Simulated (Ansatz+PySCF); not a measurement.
## doublet C2H4NO: levels of theory in one basis

```json
{"atom": "C", "x (Å)": "0.0000", "y (Å)": "-0.1855", "z (Å)": "-1.2318"}
{"atom": "N", "x (Å)": "0.0000", "y (Å)": "0.4738", "z (Å)": "-0.0257"}
{"atom": "C", "x (Å)": "0.0000", "y (Å)": "-0.1538", "z (Å)": "1.2028"}
{"atom": "H", "x (Å)": "0.0000", "y (Å)": "0.3970", "z (Å)": "-2.1373"}
{"atom": "H", "x (Å)": "0.0000", "y (Å)": "-1.2615", "z (Å)": "-1.2091"}
{"atom": "H", "x (Å)": "0.0000", "y (Å)": "1.4835", "z (Å)": "-0.0239"}
{"atom": "H", "x (Å)": "0.0000", "y (Å)": "0.6032", "z (Å)": "2.0736"}
{"atom": "O", "x (Å)": "0.0000", "y (Å)": "-1.3568", "z (Å)": "1.3515"}
```

Basis set: cc-pVTZ (spherical functions). Left uncorrelated: 4 orbitals. Correlation on ROHF uses semicanonical orbitals with singles. Charge 0, multiplicity 2.

Computed with Ansatz (development build ahead of 0.2.0) and PySCF 2.14.0; each method stands on the lowest determinant of its kind that the runs found.

```
  method  E − E(ROHF) (eV)  <S²> of the determinant
    ROHF              0.00                     0.75
     UHF             -0.15                     0.77
ROHF-MP2            -20.42                        –
 UHF-MP2            -20.39                     0.77
```
